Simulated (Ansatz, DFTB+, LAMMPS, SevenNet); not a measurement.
## fcc Rh, cohesive energy

Reference value: 5.78 eV/atom (measured, static lattice: zero-point vibration energy added; as tabulated in Mejia-Rodriguez and Trickey (2018), arXiv:1807.09216).

```csv
level (code),value (eV/atom),cell (Å³/atom),error (eV/atom)
MEAM library.meam-Rh (LAMMPS),5.75,13.72,-0.03
GFN1-xTB as cut by DFTB+,6.11,14.34,+0.33
SevenNet-0,5.44,14.26,-0.34
LDA (Ansatz),7.60,13.22,+1.82
PBE (Ansatz),5.73,14.04,-0.05
PBE-D4 (Ansatz),6.57,13.59,+0.79
rVV10 (Ansatz),5.90,14.45,+0.12
r²SCAN-D4 (Ansatz),5.72,13.59,-0.06
B3LYP (VWN-RPA form) (Ansatz),3.81,14.21,-1.97
```

Leaving aside GFN1-xTB as cut by DFTB+ (doubt noted below), SevenNet-0 (doubt noted below), B3LYP (VWN-RPA form) (doubt noted below): Once the reference is moved by up to 0.03 eV/atom (a margin picked here for doubts on the reference and the settings) and values within 0.03 eV/atom count as equal, the nearest can be MEAM library.meam-Rh (-0.03 eV/atom), PBE (-0.05 eV/atom), r²SCAN-D4 (-0.06 eV/atom) or rVV10 (+0.12 eV/atom). Farthest off among them: LDA (+1.82 eV/atom). Within 0.2 eV/atom: MEAM library.meam-Rh, PBE, rVV10, r²SCAN-D4.

Published values of wave-function and many-body methods: 5.1 eV/atom (published RPA@PBE value, static lattice, GPAW, at the zero-point-corrected measured lattice constant; arXiv:1211.6873).

Free atoms are spin-polarised, in the lowest state found; at levels without +SOC their spin–orbit coupling is left out.  GFN1-xTB as cut by DFTB+: the free atoms are run in the same model without spin. GFN1-xTB as cut by DFTB+: the method was fitted mainly to molecules. GFN1-xTB as cut by DFTB+: codes differ in how they cut the long-range tail of xTB's charge interaction in a crystal, so the value belongs to this code. SevenNet-0: free atoms can lie outside what these potentials were trained on. B3LYP (VWN-RPA form): the free atom's electronic state is in doubt. Each level is taken at its own relaxed cell. Cutoffs and k meshes differ between the levels. Ansatz's density-functional and Hartree–Fock values are scalar-relativistic unless marked +SOC, with PAW data made under PBE.

Empirical potentials (MEAM library.meam-Rh) are fitted to chosen data: where that held the value shown, agreement is built in, and what lay outside the fit can be far off. Machine-learned potentials (SevenNet-0) are trained on DFT data: a solid inside that data is no test of them.

Differences are worked out from the printed values.

Ansatz is an electronic-structure program.
